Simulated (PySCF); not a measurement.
# HPS, singlet: data card

All numbers come from PBE0/[P def2-TZVP, S def2-TZVP, H def2-TZVP], no relativity, density fitting, PySCF.

The structure is a minimum.

```xyz
3
charge 0 multiplicity 1, angstrom
P     0.7358    0.0000   -0.6101
S    -0.7710    0.0000    0.5812
H     1.8464    0.0000    0.3119
```

```json
{
  "Point group": "Cs",
  "Bond lengths": "P–H 1.443 Å, P–S 1.921 Å",
  "Bond angles": "H–P–S 102.0°",
  "Enthalpy at 298.15 K above 0 K": "10.33 kJ/mol",
  "Lowest empty level": "-3.60 eV",
  "Principal polarisabilities": "25.7, 33.3, 58.4 bohr³",
  "Principal quadrupole moments (Buckingham, traceless) about the centre of mass": "-2.85, 1.38, 1.47 D Å",
  "Entropy at 298.15 K and 1 bar": "247.8 J/(mol K)",
  "Heat capacity Cp at 298.15 K": "38.6 J/(mol K)",
  "Zero-point energy": "23.2 kJ/mol",
  "Highest occupied level": "-6.83 eV",
  "Dipole moment": "1.39 D",
  "Rotational symmetry number": "1",
  "Rotational constants": "8.769, 0.2823, 0.2735 cm⁻¹",
  "Atomisation energy without zero-point energy": "706 kJ/mol"
}
```

Harmonic modes (masses in u: P 30.974, S 31.972, H 1.008):
```json
{"symmetry": "a'", "ω (cm⁻¹)": "723", "IR (km/mol)": "24.3", "type": "stretch"}
{"symmetry": "a'", "ω (cm⁻¹)": "907", "IR (km/mol)": "10.0", "type": "bend"}
{"symmetry": "a'", "ω (cm⁻¹)": "2245", "IR (km/mol)": "134", "type": "stretch"}
```

Charges (e):
| atom | Mulliken | Löwdin | polar tensor | Mayer order to P1 |
| --- | --- | --- | --- | --- |
| P1 | 0.13 | 0.02 | 0.40 | – |
| S2 | -0.20 | 0.01 | -0.29 | 2.15 |
| H3 | 0.07 | -0.02 | -0.12 | 0.91 |

Mulliken populations on P1: s 5.80, p 8.81, d 0.24, f 0.02.

Counting electrons, phosphorus keeps 2 of its valence electrons outside its bonds, so the VSEPR class is AX2E1 and the expected shape is bent; with unlike ligands the computed point group is Cs.

This need not be the most stable arrangement of these atoms.

The final relaxation and frequency run took 77 s on 2 threads of a shared Arm Neoverse V2 host, with 80 basis functions and 12 gradients; the process peaked at 0.74 GiB.
